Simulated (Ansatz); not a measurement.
Input file:

```yaml
crystal:
  periodic: [false, false, false]
  atoms:
    - {symbol: Sb, position_ang: [0.000000, -0.012348, -0.002262]}
    - {symbol: H, position_ang: [0.000000, 0.666674, -1.193299]}
    - {symbol: H, position_ang: [0.000000, 0.825031, 1.466541]}
basis:
  gaussian: {orbitals: def2-SVP, fitting: {mean_field: def2-universal-jkfit}}
total_charge: 1
magnetization: {spin_polarized: false, initial_magnetization: 2}
correlation: {method: ccsd, electrons: outside_noble_gas}
output: {forces: true}
```

```sh
$ ansatz run in.yaml --threads 1 --pin off --events-out ev --progress --plain --max-ram 2393MiB
```

Log:

```
254 factors; integrals over basis functions are off by at most 3.8e-1 eV
mean field evaluation 1: about -6530.9406 eV, gradient 7.4e0 eV
mean field evaluation 2: about -6531.3328 eV, gradient 1.9e0 eV
mean field evaluation 4: about -6531.3780 eV, gradient 1.3e-1 eV
mean field evaluation 8: about -6531.3328 eV, gradient 1.9e0 eV
mean field -6531.37823301 eV, -240.0237229360 hartree, gradient 1.8e-6 eV, S^2 2.000000; 0 other end points of the search recorded, 0 dependent functions left out
mean field evaluation 16: about -6531.4478 eV, gradient 3.0e-3 eV
9 core orbitals not correlated: weight in the atoms' cores, before any rotation towards them, 0.997 or more for the frozen orbitals, at most 0.002 for the correlated occupied ones
reference -6531.37823301 eV, -240.0237229360 hartree; 4, 2 occupied and 23, 25 virtual orbitals, 254 factors
second order -1.75823457 eV of doubles, -0.03136301 eV of singles
cycle   1  -2.15910299 eV  change   -3.7e-1 eV  update   4.7e-2
cycle   2  -2.30532006 eV  change   -1.5e-1 eV  update   1.9e-2
cycle   3  -2.31254660 eV  change   -7.2e-3 eV  update   5.6e-3
cycle   4  -2.31319221 eV  change   -6.5e-4 eV  update   1.6e-3
cycle   5  -2.31297682 eV  change    2.2e-4 eV  update   6.5e-4
cycle   6  -2.31302136 eV  change   -4.5e-5 eV  update   2.8e-4
cycle   7  -2.31312831 eV  change   -1.1e-4 eV  update   1.2e-4
cycle   8  -2.31308091 eV  change    4.7e-5 eV  update   3.9e-5
cycle   9  -2.31307812 eV  change    2.8e-6 eV  update   1.1e-5
cycle  10  -2.31308128 eV  change   -3.2e-6 eV  update   3.5e-6
cycle  11  -2.31308192 eV  change   -6.4e-7 eV  update   1.6e-6
the calculation of the forces begins
Total energy: -6533.69131493 eV, -240.1087271287 hartree
Atom 0 at     0.000000    -0.012348    -0.002262 Å, force     0.000000    -4.817558     8.878831 eV/Å
Atom 1 at     0.000000     0.666674    -1.193299 Å, force    -0.000000     4.933055    -8.776716 eV/Å
Atom 2 at     0.000000     0.825031     1.466541 Å, force     0.000000    -0.115497    -0.102115 eV/Å
Dipole moment:     0.000000     0.077364     0.011370 e Å
```

Forces (eV/Å):
```
Sb   0.000 -4.818  8.879
H    0.000  4.933 -8.777
H    0.000 -0.115 -0.102
```

Ran on 1 thread of Intel Xeon, shared host: 2.1 s wall, 0.17 GiB peak host memory.
